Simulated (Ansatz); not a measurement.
I need a single point in a Gaussian basis of CH₄Al₂, SMILES [CH2]1[AlH][AlH]1. Use Ansatz 0.2.0 through its Python package. Settings: B97M-V, cc-pVTZ basis, multiplicity 1.

```xyz
7

C    -0.6027   -0.0059   -0.6023
Al   -0.1189    0.8584    1.1071
Al    0.9972   -0.9375   -0.2462
H    -1.4939   -0.5726   -0.5649
H    -0.5962    0.7151   -1.5042
H    -0.3122    1.8882    2.3270
H     2.1879   -2.0136   -0.5623
```

`ch4al2.py`
```python
"""Electronic structure of the CH4Al2 molecule."""

from pathlib import Path

import ansatz as az

BASIS = "cc-pVTZ"

GEOMETRY = """
C    -0.60270   -0.00590   -0.60230
Al   -0.11890    0.85840    1.10710
Al    0.99720   -0.93750   -0.24620
H    -1.49390   -0.57260   -0.56490
H    -0.59620    0.71510   -1.50420
H    -0.31220    1.88820    2.32700
H     2.18790   -2.01360   -0.56230
"""


def main() -> None:
    mol = az.Crystal.molecule()
    for line in GEOMETRY.strip().splitlines():
        symbol, *xyz = line.split()
        mol = mol.atom(symbol, [float(v) for v in xyz])

    setup = (
        mol.calculation()
        .basis(gaussian=BASIS)
        .functional(az.LibraryFunctional("B97M-V"))
        .orbitals()
    )
    print(setup.to_yaml())
    res = setup.run(threads=1, pin="off", runs_dir="runs")
    summary = res.report

    for key in ("converged", "free_energy_ev", "reference_energy_ev", "n_frozen", "n_occupied", "n_virtual"):
        print(f"{key:22s} {summary[key]}")

    state = summary["mean_field"]["state"]
    print(f"mean field: {state['energy']['hartree']:.7f} Ha, <S^2> = {abs(state['spin_squared']):.4f}, stability: {state.get('stability', {}).get('kind')}")

    lines = Path(summary["orbitals_path"]).read_text().splitlines()
    field_of = lambda key: [line.split("=")[1].strip() for line in lines if line.startswith(key)]
    orbitals = [(27.211386 * float(e), s, float(n)) for e, s, n in zip(field_of("Ene="), field_of("Spin="), field_of("Occup="))]
    homo = max(e for e, _, n in orbitals if n > 0.5)
    lumo = min(e for e, _, n in orbitals if n < 0.5)
    print(f"HOMO {homo:.3f} eV, LUMO {lumo:.3f} eV, gap {lumo - homo:.3f} eV")


if __name__ == "__main__":
    main()
```

Output of `python ch4al2.py`:
```text
crystal:
  periodic: [false, false, false]
  atoms:
    - { symbol: C, position_ang: [-0.6027, -0.0059, -0.6023] }
    - { symbol: Al, position_ang: [-0.1189, 0.8584, 1.1071] }
    - { symbol: Al, position_ang: [0.9972, -0.9375, -0.2462] }
    - { symbol: H, position_ang: [-1.4939, -0.5726, -0.5649] }
    - { symbol: H, position_ang: [-0.5962, 0.7151, -1.5042] }
    - { symbol: H, position_ang: [-0.3122, 1.8882, 2.327] }
    - { symbol: H, position_ang: [2.1879, -2.0136, -0.5623] }
basis:
  gaussian:
    orbitals: cc-pVTZ
hamiltonian:
  xc:
    name: B97M-V
output:
  orbitals: {}

converged              True
free_energy_ev         -14291.352817564124
reference_energy_ev    -14291.352817564124
n_frozen               0
n_occupied             [18, 18]
n_virtual              [136, 136]
mean field: -525.1975290 Ha, <S^2> = 0.0000, stability: minimum
HOMO -3.962 eV, LUMO -2.904 eV, gap 1.059 eV
```

Total energies depend on the basis set; only differences at equal settings carry meaning. The geometry is a force-field or estimated start, not a minimum of this method, and the basis set is short of its limit. Levels such as HOMO and LUMO are orbital energies: with these approximate functionals they aren't the ionisation energy and electron affinity, and their gap isn't the fundamental gap. The orbitals are restricted, and with so small a gap a broken-symmetry state can lie lower. It ran for 13 s on 1 thread of Arm Neoverse V2, on a shared host, peak memory 0.27 GiB.
